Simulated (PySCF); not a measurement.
# H3NO: core ionisation energies

Species: hydroxylamine, H3NO.
Cartesian coordinates in Å at the PBE0-D3(BJ)/def2-SVP level; atoms count from 1:
```
atom  x, y, z in Å
N1    -0.145   -0.239   -0.417
O2     0.158    0.458    0.770
H3     0.247   -1.174   -0.284
H4     0.444    0.190   -1.135
H5    -0.704    0.766    1.065
```

Computed, not measured: delta-SCF UKS SCAN, pcX-2 on the ionised atom, pcseg-1 elsewhere, spin-free X2C in PySCF 2.14.0. Binding energies are ΔSCF values: E(core-ionised, relaxed orbitals) − E(ground state) at a fixed geometry, referred to the vacuum level.

Problem. Give the core binding energies atom by atom.

Solution. 
| atom(s) | bonded to | level | binding energy (eV) | count |
| --- | --- | --- | --- | --- |
| O2 | N and H | O 1s | 539.58 | 1 |
| N1 | O and 2 H | N 1s | 406.86 | 1 |

Problem. Which effective nuclear charge Zeff reproduces each element's mean 1s value in the hydrogen-like formula E = 13.606 eV × Zeff²?

Solution. N (Z = 7): mean 406.9 eV, Zeff = 5.47, Z − Zeff = 1.53; O (Z = 8): mean 539.6 eV, Zeff = 6.30, Z − Zeff = 1.70. Means run over the listed sites, weighted by atom count.

Isolated species at its PBE0-D3(BJ)/def2-SVP geometry (one conformer only).
